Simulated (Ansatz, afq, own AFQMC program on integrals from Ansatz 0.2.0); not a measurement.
## MoNH₃, septet → MoNH$_{3}$⁺, octet

```xyz
5

Mo   -0.4030    0.0012   -0.0003
N     2.2039   -0.0068    0.0015
H     2.5743   -0.9511    0.0067
H     2.5781    0.4679    0.8161
H     2.5792    0.4594   -0.8175
```

Connectivity, by distances: Mo–NH3.

E(octet, charge +1) − E(septet, charge +0) at this geometry, on UHF and UHF determinants.

Basis def2-SVP with its core potentials. Noble-gas cores (and the filled d shells of Ga–Kr and In–Xe) are frozen. AFQMC by an in-house program on the Cholesky factors that Ansatz 0.2.0 writes for its CCSD(T) run. ph-AFQMC/CISD is guided by a CISD state made of CCSD amplitudes; releasing the constraint for a short imaginary time cuts its bias at the price of noise, slowly where states lie close. Error bars are statistical, one sigma. No spin–orbit coupling. The metal's outer-core s and p shells are frozen, which shifts wave-function levels against functionals. The errors of all members are added in quadrature.

No full CI on the walks' own integrals is used here; CCSDT(Q) serves as the reference and is uncertain by about the last step of the cluster series. Each member takes its own surest rung, up to full CI.

Errors are counted within def2-SVP, not against nature.

Cautions: no spin-orbit coupling; outer-core shells of the metal frozen; MoNH₃ (septet): higher spins were not checked; MoNH₃⁺ (octet): another spin lies lower; this isn't the first ionization.

```json
{"level": "MP2", "vertical ionization energy (kcal/mol)": "267.8"}
{"level": "HF", "vertical ionization energy (kcal/mol)": "239.9"}
```

Q: From these cheaper values, estimate the vertical ionization energy at the reference level in def2-SVP.

A: 266.2 kcal/mol (CCSDT(Q) in def2-SVP).

```json
{"level": "CCSD", "vertical ionization energy (kcal/mol)": "265.0", "error against CCSDT(Q) (kcal/mol)": "-1.2"}
{"level": "CCSD(T)", "vertical ionization energy (kcal/mol)": "266.1", "error against CCSDT(Q) (kcal/mol)": "-0.1"}
{"level": "CCSDT", "vertical ionization energy (kcal/mol)": "266.1", "error against CCSDT(Q) (kcal/mol)": "-0.1"}
{"level": "ph-AFQMC/CISD", "vertical ionization energy (kcal/mol)": "266.0 ± 0.1", "error against CCSDT(Q) (kcal/mol)": "-0.2 ± 0.1"}
{"level": "released AFQMC", "vertical ionization energy (kcal/mol)": "266.2 ± 0.1", "error against CCSDT(Q) (kcal/mol)": "0.0 ± 0.1"}
```

Correlation beyond CCSD(T) adds 0.1 kcal/mol. The perturbative (T) step is worth +1.1 kcal/mol.

A walk keeps the symmetry of its determinant, which the program's search chose and which needn't be the lowest solution, so a lower state of the same spin and another symmetry isn't excluded. Released energies are given only where the last usable release times agree within the noise; a slower fall can still hide under it.
